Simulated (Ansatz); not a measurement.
# Worked example: C5H12O → [C4H9]+ + CH3O + e⁻

Species: C5H12O (neopentyl alcohol) `CC(C)(C)CO`, singlet; [C4H9]+ `C[C+](C)C`, singlet; CH3O (hydroxymethyl radical) `[CH2]O`, doublet. 

Shapes, held fixed at every level: PBE0-D4/def2-TZVP. Flexible molecules stand in one conformer, not always the lowest. Programs: Ansatz 0.2.0. Electronic energies: no zero-point or thermal term.

At CCSD(T)/CBS estimate; 1 Eh = 27.2114 eV:

| species | energy (Eh) |
| --- | --- |
| C5H12O | -272.671627 |
| [C4H9]+ | -157.325188 |
| CH3O | -114.951340 |

Work out ΔE of the reaction at this level.


1. Products less reactants: (-157.325188) + (-114.951340) − [(-272.671627)] = 0.395099 Eh = +10.75 eV.

Other levels give +8.74 (HF/def2-TZVPP) to +10.78 eV (SPW92/def2-TZVPP). No measured value is set beside it here. Open shells run unrestricted unless RO is named. The CBS estimate extrapolates MP2 from def2-TZVPP and def2-QZVPP and adds CCSD(T) − MP2 in the triple-zeta set, cores frozen. The onset seen in experiment also holds zero-point changes and kinetic shifts.
